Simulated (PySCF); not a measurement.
A PySCF script (with the pyscf-properties extension) for the NMR shieldings of SMILES N(F)(F)F, F₃N, on a PBE0-D3(BJ)/def2-SVP geometry:

```python
import basis_set_exchange as bse
import numpy as np
from pyscf import gto, scf
from pyscf.prop import nmr

atoms = """
F    -0.551377    1.072762   -0.165755
N     0.007593   -0.003079    0.432855
F    -0.644403   -1.033105   -0.151295
F     1.226177   -0.061947   -0.148815
"""
names = dict.fromkeys(["F", "N"], "pcSseg-2")
basis = {el: gto.basis.parse(bse.get_basis(n, elements=[el], fmt="nwchem")) for el, n in names.items()}
mol = gto.M(atom=atoms, basis=basis, charge=0, verbose=0)
mf = scf.RHF(mol)
mf.conv_tol = 1e-9
mf.kernel()

calc = nmr.RHF(mf)   # GIAO
C = mf.mo_coeff
Co = C[:, mf.mo_occ > 0]
resp = mf.gen_response(singlet=True, hermi=2)
def vind(x):   # induced exchange potential for any number of trial vectors
    d = np.einsum("pi,xij,qj->xpq", C, 2 * x.reshape(-1, C.shape[1], Co.shape[1]), Co, optimize=True)
    return np.einsum("xpq,pi,qj->xij", resp(d - d.transpose(0, 2, 1)), C, Co, optimize=True).ravel()
mo1, _ = nmr.rhf.solve_mo1(calc, with_cphf=vind)
sigma = calc.kernel(mo1)
for i, s in enumerate(sigma):   # ppm
    w = np.linalg.eigvalsh((s + s.T) / 2)
    print("%2d %-2s iso %8.1f  s11 %8.1f  s22 %8.1f  s33 %8.1f" % (i, mol.atom_pure_symbol(i), w.mean(), *w))
```

**Question.** What does it print?

**Answer.** 
```
 0 F  iso    132.5  s11    -94.6  s22    125.2  s33    366.8
 1 N  iso    -92.4  s11   -132.1  s22   -131.6  s33    -13.5
 2 F  iso    132.7  s11    -94.2  s22    125.5  s33    366.6
 3 F  iso    132.8  s11    -93.8  s22    125.8  s33    366.5
```

These numbers come from an equivalent density-fitted implementation of the same equations, which agrees with the script to about 0.01 ppm for H and up to a few tenths of a ppm for heavy atoms, so last digits may differ.

**Question.** Turn these shieldings into chemical shifts. References, each an isolated molecule treated in the same way: $^{19}$F (σref 245.28) vs CFCl3; $^{15}$N (σref 260.75) against NH3.

**Answer.** Averaging equivalent atoms: F 0/2/3: 112.6; N 1: 353.1 ppm. Unscaled 19F shifts against computed CFCl3 carry errors that often reach 10 to 50 ppm. Experimental scales use liquid or dissolved standards, which lie at an offset from isolated NH3 (liquid NH3: subtract about 20 ppm). Unscaled 15N shifts of sp2 nitrogen often come out too high even then, by a few to some tens of ppm.

Size and cost of the density-fitted run: 144 basis functions, 3.1 s wall time on 1 thread of an Arm Neoverse V1, shared host; peak memory 0.55 GiB.
